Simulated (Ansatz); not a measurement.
## HCl ··· Cl2

The pair of HCl (SMILES Cl, atoms 1–2) and Cl2 (SMILES ClCl, atoms 3–4), both closed shells, in one local arrangement (a lower one may exist), relaxed at PBE0-D4/def2-TZVP:

```xyz
4
angstrom
Cl 0.1614 0.4911 -2.1977
H -0.0012 -0.1329 -1.0886
Cl -0.2625 -1.0711 1.2515
Cl 0.1022 0.7130 2.0347
```

Program: Ansatz 0.2.0. Basis: def2-TZVPPD, with def2-QZVPPD for the basis limit. Cores are frozen in the correlated methods. B3LYP uses VWN-RPA correlation. Extrapolation: Hartree–Fock as exp(−7.88 √X), correlation as X^−2.97. Interaction energies count from these two fragments, frozen as in the pair, with the counterpoise correction; negative means bound.

(1) What is the interaction energy by CCSD(T) at an estimated basis limit (MP2 extrapolated from triple and quadruple zeta, plus CCSD(T) − MP2 in triple zeta)? (To be estimated.)

(2) Which atoms make the shortest contact between the fragments?

The T1 diagnostic stays at or below 0.009.

Results:

(1) The calculation gives: -1.39 kcal/mol. Hartree–Fock alone gives 0.65 kcal/mol at the basis limit, so without correlation the pair would not bind at this distance. It counts from the two fragments frozen as in the pair.

The same quantity by other methods in triple zeta, and each one's difference from that estimate:
| method | E_int (kcal/mol) | difference |
| --- | --- | --- |
| PBE-D4 | -1.86 | -0.47 |
| revPBE-D4 | -1.51 | -0.12 |
| BLYP-D4 | -1.55 | -0.16 |
| r2SCAN-D4 | -1.46 | -0.07 |
| B97M-V | -1.48 | -0.09 |
| PBE0-D4 | -1.57 | -0.18 |
| B3LYP-D4 | -1.52 | -0.13 |
| HSE06-D4 | -1.58 | -0.19 |
| wB97X-V | -1.26 | 0.13 |
| wB97M-V | -1.25 | 0.14 |
| B2PLYP | -0.70 | 0.69 |
| HF | 0.70 | 2.09 |
| MP2 | -1.32 | 0.07 |
| CCSD | -0.68 | 0.71 |
| CCSD(T) | -0.97 | 0.42 |
Differences are method less estimate.

(2) H2 and Cl3, 2.53 Å apart.

Basis-set superposition shift (counterpoise-corrected less uncorrected): CCSD(T) 0.61; MP2 0.57; HF 0.13; PBE0-D4 0.13; wB97M-V 0.11 kcal/mol.

For scale, one of the runs: CCSD(T)/def2-TZVPPD, 170 basis functions, launched by `ansatz run in.yaml --threads 2 --pin off --events-out ev --progress --plain --max-ram 5222MiB`. Time: 30 s of wall clock on 2 CPU threads of an Arm Neoverse V1; the host was shared. Peak host memory: 1.3 GiB.
